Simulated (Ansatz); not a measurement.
Diamond-structure Si was calculated with r²SCAN+rVV10 (PAW; Ansatz, a program for electronic structure).

Settings: plane-wave cutoff 560 eV, 12×12×12 k mesh, Fermi–Dirac smearing 0.01 eV, scalar-relativistic PAW data made under PBE.

Equation-of-state points:

| V (Å³/atom) | E − E_lowest (meV/atom) | P (GPa) |
|---|---|---|
| 18.870 | 24.72 | 6.93 |
| 19.271 | 10.60 | 4.38 |
| 19.673 | 2.56 | 2.08 |
| 20.074 | 0.00 | 0.00 |
| 20.475 | 2.38 | -1.87 |
| 20.877 | 9.22 | -3.56 |
| 21.278 | 20.06 | -5.07 |

Problem. Fit the third-order Birch–Murnaghan equation and give B0 and B′.

Solution. V0 = 20.074 Å³/atom, B0 = 98.5 GPa, B′ = 4.2 (fit to the energies at full precision).

Measured, for comparison: bulk modulus 101 GPa (0 K value with zero-point phonon effects removed; as tabulated in Sun et al. (2011), doi:10.1103/physrevb.84.035117); equilibrium volume per atom 19.91 Å³/atom (static lattice: zero-point anharmonic expansion removed; as tabulated in Mejia-Rodriguez and Trickey (2018), arXiv:1807.09216). Computed (rounded) less measured: bulk modulus -2 %, equilibrium volume per atom +0.8 %.

The computed numbers hold no vibrational or temperature effects.
